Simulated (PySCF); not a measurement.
# QCISD(T)/STO-6G run of NClO (SMILES O=NCl)

Aim: the energy change on altering one bond length of NClO at QCISD(T)/STO-6G, from 2 runs. The job is set up through a Python script.

Program for the calculation: PySCF 2.14.0.

19 further runs of the same task are left out: 9 that didn't finish, 10 set aside as unsound or not needed.

## (1) Starting point

The species is NClO (3 atoms), meant as a singlet with charge 0. As SMILES, `O=NCl`. The coordinates come from a PBE0-D4/def2-TZVP relaxation.

Bond lengths: O1–N2 1.127 Å, N2–Cl3 1.944 Å. Angles: O1–N2–Cl3 113.9°.

## (2) The energy at QCISD(T)/STO-6G

Contents of calc.py:

```python
from pyscf import gto, cc

molecule = gto.Mole()
molecule.atom = 'O 1.000080 -0.338330 0.513880; N 0.052050 -0.599550 -0.035840; Cl -1.052130 0.937900 -0.478040'
molecule.verbose = 4
molecule.spin = 0
molecule.basis = 'sto-6g'
molecule.max_memory = 1860
molecule.build()

mf = molecule.RHF()
mf.conv_tol = 1e-10
mf.kernel()
if not mf.converged:
    mf = mf.newton().run(mf.mo_coeff, mf.mo_occ)

mycc = cc.QCISD(mf, frozen=7)
mycc.kernel()
e_t = mycc.qcisd_t()
e_tot = mycc.e_tot + e_t
print('Final energy', e_tot)
```

Started as:

```bash
OMP_NUM_THREADS=1 python calc.py
```

The program printed:

```text
PySCF version 2.14.0

[INPUT] num. atoms = 3
[INPUT] num. electrons = 32
[INPUT] charge = 0
[INPUT] spin (= nelec alpha-beta = 2S) = 0
[INPUT] symmetry False subgroup None
[INPUT] Mole.unit = angstrom
[INPUT] Symbol           X                Y                Z      unit          X                Y                Z       unit  Magmom
[INPUT]  1 O      1.000080000000  -0.338330000000   0.513880000000 AA    1.889877302655  -0.639351039724   0.971092460891 Bohr   0.0
[INPUT]  2 N      0.052050000000  -0.599550000000  -0.035840000000 AA    0.098360244784  -1.132985297983  -0.067727784304 Bohr   0.0
[INPUT]  3 Cl    -1.052130000000   0.937900000000  -0.478040000000 AA   -1.988237547439   1.772374132230  -0.903364676587 Bohr   0.0

nuclear repulsion = 86.2494625031143
number of shells = 11
number of NR pGTOs = 114
number of NR cGTOs = 19
basis = sto-6g
ecp = {}

[... 41 lines left out ...]
converged SCF energy = -586.697505126614
[... 11 lines left out ...]
Init t2, MP2 energy = -586.847394188616  E_corr(MP2) -0.149889062002281
[... 13 lines left out ...]
QCISD converged
[... 2 lines left out ...]
Final energy -586.8721753331097
```

Run time: 1.1 s. Hardware: 1 thread of Arm Neoverse V1, shared host; peak memory 0.12 GiB.

## (3) The distorted shape

Contents of geometry.xyz:

```xyz
3

O      1.883419    -1.568283     0.867638
N      0.935389    -1.829503     0.317918
Cl    -1.052130     0.937900    -0.478040
```

Contents of calc.py:

```python
from pyscf import gto, scf, cc

molecule = gto.M(
    atom='geometry.xyz',
    verbose=3,
    max_memory=1860,
    basis='sto-6g',
)

myscf = scf.RHF(molecule)
myscf.conv_tol = 1e-10
myscf.kernel()
if not myscf.converged:
    myscf = myscf.newton().run(myscf.mo_coeff, myscf.mo_occ)

mycc = cc.QCISD(myscf, frozen=7)
mycc.kernel()
e_t = mycc.qcisd_t()
energy = mycc.e_tot + e_t
print('Final energy', energy)
```

Started as:

```bash
OMP_NUM_THREADS=1 python calc.py
```

The program printed:

```text
converged SCF energy = -586.537262337616
E(QCISD) = -586.8049055468954  E_corr = -0.2676432092793973
QCISD(T) correction = -0.0452155346703858
Final energy -586.8501210815658
```

Run time: 1.1 s. Hardware: 1 thread of Arm Neoverse V1, shared host; peak memory 0.1 GiB.

## (4) Summary of results

At QCISD(T)/STO-6G, 7 core orbitals frozen:

```
                                                          quantity          value
                                         first shape: total energy  -586.87218 Eh
                 first shape: dipole moment (Hartree–Fock density)         2.29 D
                  first shape: HOMO energy (Hartree–Fock orbitals)       -9.63 eV
                  first shape: LUMO energy (Hartree–Fock orbitals)        3.79 eV
                first shape: HOMO–LUMO gap (Hartree–Fock orbitals)       13.42 eV
          first shape: correlation energy (7 core orbitals frozen)     -174.7 mEh
                                       first shape: (T) correction      -6.30 mEh
                                        first shape: T1 diagnostic          0.020
                                     distorted shape: total energy  -586.85012 Eh
             distorted shape: dipole moment (Hartree–Fock density)         8.09 D
              distorted shape: HOMO energy (Hartree–Fock orbitals)       -5.71 eV
              distorted shape: LUMO energy (Hartree–Fock orbitals)       -1.24 eV
            distorted shape: HOMO–LUMO gap (Hartree–Fock orbitals)        4.48 eV
      distorted shape: correlation energy (7 core orbitals frozen)     -312.9 mEh
                                   distorted shape: (T) correction     -45.22 mEh
                                    distorted shape: T1 diagnostic          0.090
energy change with the N2–Cl3 bond stretched from 1.944 to 3.499 Å       0.600 eV
```

What this shows: One bond (distorted shape) is far stretched, which a spin-restricted single reference describes badly; perturbation theory on it can break down and give far too much correlation. With the N2–Cl3 bond stretched from 1.944 to 3.499 Å the energy rises by 0.60 eV (57.9 kJ/mol). The first shape isn't relaxed at this level, so the change isn't measured from a minimum. A restricted reference can't describe the breaking bond well at this length. The minimal basis adds a large error of its own. The triples (first shape) make up 3.6 % of the correlation energy. The T1 diagnostic (distorted shape) of 0.090 is above the customary mark for such species, so a single reference may not serve. The triples (distorted shape) make up 14.5 % of the correlation energy.
